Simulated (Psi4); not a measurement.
# S2 (SMILES S=S) at UM06-2X/cc-pVTZ

Aim: the vertical ionisation energy of S2 at UM06-2X/cc-pVTZ, from 2 runs. 

Program for the calculation: Psi4 1.11.

10 further runs of the same task are left out: 8 that didn't finish, 2 set aside as unsound or not needed.

### 1 The structure to begin with

S2: 2 atoms, total charge 0, spin state triplet. SMILES: `S=S`. The bond length is the measured one.

Bond lengths: S1–S2 1.889 Å.

### 2 Energy and gradient at UM06-2X/cc-pVTZ

The input, input.json:

```json
{
 "schema_name": "qcschema_input",
 "schema_version": 1,
 "molecule": {
  "schema_name": "qcschema_molecule",
  "schema_version": 2,
  "symbols": ["S", "S"],
  "geometry": [0.0, 0.0, 0.0, 0.0, 0.0, 3.57007059],
  "molecular_charge": 0,
  "molecular_multiplicity": 3,
  "fix_symmetry": "c1"
 },
 "driver": "gradient",
 "model": {
  "method": "m06-2x",
  "basis": "cc-pVTZ"
 },
 "keywords": {
  "reference": "uks",
  "puream": true,
  "e_convergence": 1e-09,
  "d_convergence": 1e-08,
  "scf_type": "pk",
  "dft_radial_points": 99,
  "dft_spherical_points": 590,
  "maxiter": 100
 }
}
```

Run with:

```sh
$ psi4 --qcschema input.json -n 1 --memory 1600MB
```

stdout, cut to the lines that bear on the results:

```text
[...]
  Running in c1 symmetry.
[...]
  Nuclear repulsion =   71.707265597793125
[...]
  Multiplicity = 3
[...]
  Nalpha       = 17
  Nbeta        = 15
[...]
    Number of basis functions: 68
[...]
   @UKS iter   1:  -796.34987187663455   -2.51344e-01   3.28121e-03 ADIIS/DIIS
[...]
   @UKS iter   9:  -796.36603401120522   -5.11591e-12   2.47225e-09 DIIS
[...]
   @S^2 Observed:                2.010688958E+00
[...]
    Orbital Energies [Eh]
    ---------------------
    Alpha Occupied:
       1A    -89.985766     2A    -89.985758     3A     -8.317553
       4A     -8.317333     5A     -6.239146     6A     -6.239146
       7A     -6.239089     8A     -6.239089     9A     -6.235208
      10A     -6.234459    11A     -0.934318    12A     -0.713289
      13A     -0.458319    14A     -0.443763    15A     -0.443763
      16A     -0.297456    17A     -0.297456
    Alpha Virtual:
      18A      0.038769    19A      0.222035    20A      0.261700
      21A      0.261700    22A      0.284368    23A      0.312545
      24A      0.312546    25A      0.324109    26A      0.340832
[...]
  @UKS Final Energy:  -796.36603401120522
   => Energetics <=
    Nuclear Repulsion Energy =             71.7072655977931248
    One-Electron Energy =               -1242.1925367956027912
    Two-Electron Energy =                 398.4145881477222133
    DFT Exchange-Correlation Energy =     -24.2953509611178760
    Empirical Dispersion Energy =           0.0000000000000000
    VV10 Nonlocal Energy =                  0.0000000000000000
    Total Energy =                       -796.3660340112052154
[...]
 Multipole Moments:
 ------------------------------------------------------------------------------------
     Multipole            Electronic (a.u.)      Nuclear  (a.u.)        Total (a.u.)
 ------------------------------------------------------------------------------------
 L = 1.  Multiply by 2.5417464519 to convert [e a0] to [Debye]
 Dipole X            :         -0.0000000            0.0000000           -0.0000000
 Dipole Y            :          0.0000000            0.0000000            0.0000000
 Dipole Z            :         -0.0000000            0.0000000           -0.0000000
 Magnitude           :                                                    0.0000000
[...]
  -Total Gradient:
     Atom            X                  Y                   Z
    ------   -----------------  -----------------  -----------------
       1       -0.000000000000    -0.000000000000     0.002308973778
       2       -0.000000000000    -0.000000000000    -0.002308973778
[...]
```

The result, in JSON:

```text
{
 "driver": "gradient",
 "model": {
  "method": "m06-2x",
  "basis": "cc-pVTZ"
 },
 "success": true,
 "return_result": [-7.057440979832271e-14, -4.171307793416216e-13, 0.002308973777515738, -3.4421943438597586e-14, -8.747611826921719e-14, -0.002308973777942397],
 "properties": {
  "calcinfo_nbasis": 68,
  "calcinfo_nmo": 68,
  "calcinfo_nalpha": 17,
  "calcinfo_nbeta": 15,
  "calcinfo_natom": 2,
  "nuclear_repulsion_energy": 71.70726559779312,
  "return_energy": -796.3660340112052,
  "return_gradient": [-7.057440979832271e-14, -4.171307793416216e-13, 0.002308973777515738, -3.4421943438597586e-14, -8.747611826921719e-14, -0.002308973777942397],
  "scf_one_electron_energy": -1242.1925367956028,
  "scf_two_electron_energy": 398.4145881477222,
  "scf_xc_energy": -24.295350961117876,
  "scf_dipole_moment": [-4.032877457439257e-16, 2.0243668212469678e-15, -6.5427663287209725e-12],
  "scf_total_energy": -796.3660340112052,
  "scf_total_gradient": [-7.057440979832271e-14, -4.171307793416216e-13, 0.002308973777515738, -3.4421943438597586e-14, -8.747611826921719e-14, -0.002308973777942397],
  "scf_iterations": 9
 }
}
```

Run time: 34 s. Hardware: 1 thread of AMD EPYC 7R43 (Zen 3), shared host; peak memory 0.93 GiB.

### 3 The doublet cation: the energy at UM06-2X/cc-pVTZ

The input, s2.in:

```
memory 1600 MB

molecule system {
  1 2
  S
  S 1 1.8892
  symmetry c1
}

set basis cc-pVTZ
set reference uks
set puream true
set e_convergence 1e-09
set d_convergence 1e-08
set scf_type pk
set dft_radial_points 99
set dft_spherical_points 590
set maxiter 100

E, wfn = energy("m06-2x", return_wfn=True)
oeprop(wfn, "DIPOLE", "QUADRUPOLE", "MULLIKEN_CHARGES", title="M06-2X")
```

Run with:

```sh
$ psi4 s2.in s2.out -n 1
```

s2.out, cut to the lines that bear on the results:

```text
[...]
  Running in c1 symmetry.
[...]
  Nuclear repulsion =   71.707265472962106
[...]
  Multiplicity = 2
[...]
  Nalpha       = 16
  Nbeta        = 15
[...]
    Number of basis functions: 68
[...]
   @UKS iter   1:  -795.99776504379088    1.00762e-01   2.51514e-03 ADIIS/DIIS
[...]
   @UKS iter  33:  -796.01044237994734   -1.67120e-11   1.70132e-09 DIIS
[...]
   @S^2 Observed:                7.545700225E-01
[...]
  @UKS Final Energy:  -796.01044237994734
   => Energetics <=
    Nuclear Repulsion Energy =             71.7072654729621064
    One-Electron Energy =               -1232.1777044237262544
    Two-Electron Energy =                 388.5866397811676052
    DFT Exchange-Correlation Energy =     -24.1266432103506858
    Empirical Dispersion Energy =           0.0000000000000000
    VV10 Nonlocal Energy =                  0.0000000000000000
    Total Energy =                       -796.0104423799473352
[...]
 Multipole Moments:
 ------------------------------------------------------------------------------------
     Multipole            Electronic (a.u.)      Nuclear  (a.u.)        Total (a.u.)
 ------------------------------------------------------------------------------------
 L = 1.  Multiply by 2.5417464519 to convert [e a0] to [Debye]
 Dipole X            :          0.0000000            0.0000000            0.0000000
 Dipole Y            :         -0.0000000            0.0000000           -0.0000000
 Dipole Z            :          0.0000000            0.0000000            0.0000000
 Magnitude           :                                                    0.0000000
 L = 2.  Multiply by 1.3450342976 to convert [e a0^2] to [Debye ang]
 Quadrupole XX       :        -16.8478769            0.0000000          -16.8478769
 Quadrupole XY       :          0.0000080            0.0000000            0.0000080
[...]
  Mulliken Charges: (a.u.)
   Center  Symbol    Alpha    Beta     Spin     Total
       1     S     8.00000  7.50000  0.50000  0.50000
       2     S     8.00000  7.50000  0.50000  0.50000
   Total alpha = 16.00000, Total beta = 15.00000, Total charge =  1.00000
    Psi4 run time: 0:00:39.47
```

Run time: 41 s. Hardware: 1 thread of AMD EPYC 7R43 (Zen 3), shared host; peak memory 0.94 GiB.

### 4 Outcome

At UM06-2X/cc-pVTZ:

```
                                          quantity          value
                          triplet S2: total energy  -796.36603 Eh
                         triplet S2: dipole moment         0.00 D
    triplet S2: HOMO energy (highest over α and β)       -8.09 eV
     triplet S2: LUMO energy (lowest over α and β)       -2.76 eV
                                  triplet S2: ⟨S²⟩          2.011
              triplet S2: largest force on an atom     0.119 eV/Å
                      doublet cation: total energy  -796.01044 Eh
doublet cation: HOMO energy (highest over α and β)      -15.65 eV
 doublet cation: LUMO energy (lowest over α and β)      -11.34 eV
                              doublet cation: ⟨S²⟩          0.755
vertical ionisation energy (to the doublet cation)       9.676 eV
```

In words: Removing an electron at fixed nuclei costs 9.68 eV (934 kJ/mol).
